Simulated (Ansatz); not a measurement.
C6H6O, charge -1, quartet, geometry from GFN2-xTB of the parent state (a state made from the parent by changing its charge; the spin is typed, not shown lowest) (a gas-phase anion, which may not be bound at this level); BLYP/3-21G (Ansatz, an electronic-structure program).

The Ansatz input:
Ansatz 0.2 input:
```yaml
crystal:
  periodic: [false, false, false]
  atoms:
    - {symbol: O, position_ang: [2.30324766, -0.29044936, -0.28643210]}
    - {symbol: C, position_ang: [0.91161207, -0.12210984, -0.11657696]}
    - {symbol: C, position_ang: [0.08230356, -1.14396439, -0.51884983]}
    - {symbol: C, position_ang: [-1.35179185, -0.97435132, -0.34554535]}
    - {symbol: C, position_ang: [-1.82996128, 0.19529056, 0.21165716]}
    - {symbol: C, position_ang: [-0.99354446, 1.21468726, 0.61234545]}
    - {symbol: C, position_ang: [0.44236935, 1.05263351, 0.44230941]}
    - {symbol: H, position_ang: [2.70457944, 0.51868873, 0.04940787]}
    - {symbol: H, position_ang: [0.48497307, -2.04922457, -0.95231280]}
    - {symbol: H, position_ang: [-2.02104399, -1.76934461, -0.65687925]}
    - {symbol: H, position_ang: [-2.90810189, 0.31686675, 0.33928197]}
    - {symbol: H, position_ang: [-1.37718144, 2.13113254, 1.04953689]}
    - {symbol: H, position_ang: [1.12486915, 1.84236136, 0.75038290]}
basis:
  gaussian:
    orbitals: 3-21G.json
hamiltonian:
  xc: blyp
total_charge: -1
magnetization: {spin_polarized: true, initial_magnetization: 3}
```
The basis file holds 3-21G in the JSON format of the Basis Set Exchange.

It wrote (shortened):

```
Functional definition: BLYP
983 factors; integrals over basis functions are off by at most 9.5e-4 eV
mean field evaluation 1: about -8299.9371 eV, gradient 4.3e1 eV
mean field evaluation 2: about -8198.5514 eV, gradient 1.2e2 eV
mean field evaluation 4: about -8308.0671 eV, gradient 2.1e1 eV
mean field evaluation 8: about -8309.9054 eV, gradient 6.4e0 eV
mean field evaluation 16: about -8310.1052 eV, gradient 5.2e-2 eV
mean field evaluation 32: about -8310.1052 eV, gradient 1.2e-5 eV
mean field evaluation 64: about -8308.6662 eV, gradient 2.1e0 eV
mean field evaluation 96: about -8306.2879 eV, gradient 1.7e1 eV
mean field evaluation 128: about -8309.8757 eV, gradient 2.8e0 eV
mean field -8310.10520576 eV, -305.3907335202 hartree, gradient 1.2e-5 eV, S^2 3.753358; 9 other end points of the search recorded, 0 dependent functions left out
reference -8310.10547030 eV, -305.3907432416 hartree; 27, 24 occupied and 48, 51 virtual orbitals, 983 factors
Total energy: -8310.10547030 eV, -305.3907432416 hartree
```
